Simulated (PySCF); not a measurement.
Ionisation energies (eV) were calculated with PySCF 2.14 by LDA, PBE, PBE0, in another order, as differences of total energies without spin-orbit coupling. The measured values are between term centres (NIST).

```csv
species,measured,A,B,C
"Be (x2c-TZVPPall, spin-free X2C)",9.323,8.971,9.022,8.996
"B (x2c-TZVPPall, spin-free X2C)",8.297,8.643,8.636,8.667
"Zn (x2c-TZVPPall, spin-free X2C)",9.394,9.297,9.934,9.621
"Br (x2c-TZVPPall, spin-free X2C)",11.844,11.798,12.077,11.785
"Ru (x2c-TZVPPall, spin-free X2C)",7.365,7.459,8.027,7.748
"Ag (x2c-TZVPPall, spin-free X2C)",7.576,7.629,8.258,7.940
"In⁺ (x2c-TZVPPall, spin-free X2C)",18.870,18.678,19.414,18.981
"Tl⁺ (x2c-TZVPPall, spin-free X2C)",20.428,20.231,21.010,20.562
```

**Question.** Which column is which method?

**Answer.** A is PBE0 (mean error -0.05 eV); B is LDA (mean error 0.41 eV); C is PBE (mean error 0.15 eV). PBE0, with a quarter of exact exchange, lies close to experiment on average. LDA overbinds the outer electron and comes out highest. PBE, with gradient corrections, lies close to experiment on average, with errors of both signs.
